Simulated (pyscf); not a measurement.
Optimised with ωB97X-D3(BJ)/def2-SVP in PySCF.

Q: PBE/def2-TZVP puts the barrier of H₃C–CH₂–SiH₃ + H• -> H₃C–CH₂–SiH₂• + H₂ (hydrogen abstraction; doublet surface; H–Si broken, H–H formed) at -0.5 kJ/mol and the reaction energy at -56.3 kJ/mol, from the separated reactants. What do r²SCAN/def2-TZVP, PBE0-D3(BJ)/def2-TZVP, ωB97M-D3(BJ)/def2-TZVP give on the same structures?

A: r²SCAN: ΔE‡ = -4.5 kJ/mol, ΔE = -62.1 kJ/mol; PBE0-D3(BJ): ΔE‡ = 7.0 kJ/mol, ΔE = -50.0 kJ/mol; ωB97M-D3(BJ): ΔE‡ = 19.8 kJ/mol, ΔE = -44.3 kJ/mol. PBE's barrier lies among them. Its reaction energy lies among theirs. At r²SCAN this geometry lies under the reactants; that is no barrier but a single point on another level's saddle; such a level's own saddle, if it has one, lies nearer that side and is low. H₃C–CH₂–SiH₃ lies 53.6 kJ/mol over its isomer H₃C–SiH₂–CH₃, and others may lie lower still (electronic energy, ωB97M-D3(BJ)). H₃C–CH₂–SiH₂• lies 48.9 kJ/mol over its isomer H₃C–SiH•–CH₃, and others may lie lower still (electronic energy, ωB97M-D3(BJ)). One saddle was located; it need not be the lowest between these sides. The angle at the transferred H is 177°.
